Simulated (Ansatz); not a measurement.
Program: Ansatz 0.2.0.

A structure relaxed at PBE0-D4/def2-TZVP, charge 0, multiplicity 1:

```xyz
3

F     0.8123    0.9793    0.1257
Si   -0.0372   -0.2859    0.6180
F    -0.7751   -0.6934   -0.7437
```

(1) Give its formula and SMILES.

(2) Point group (tolerance 0.08 Å, 0.16 Å for H)?

(3) Summarise the bond lengths by kind.

Answers

(1) F2Si, `F[Si]F`.

(2) C2v.

(3) 2 × F–Si 1.601 Å.
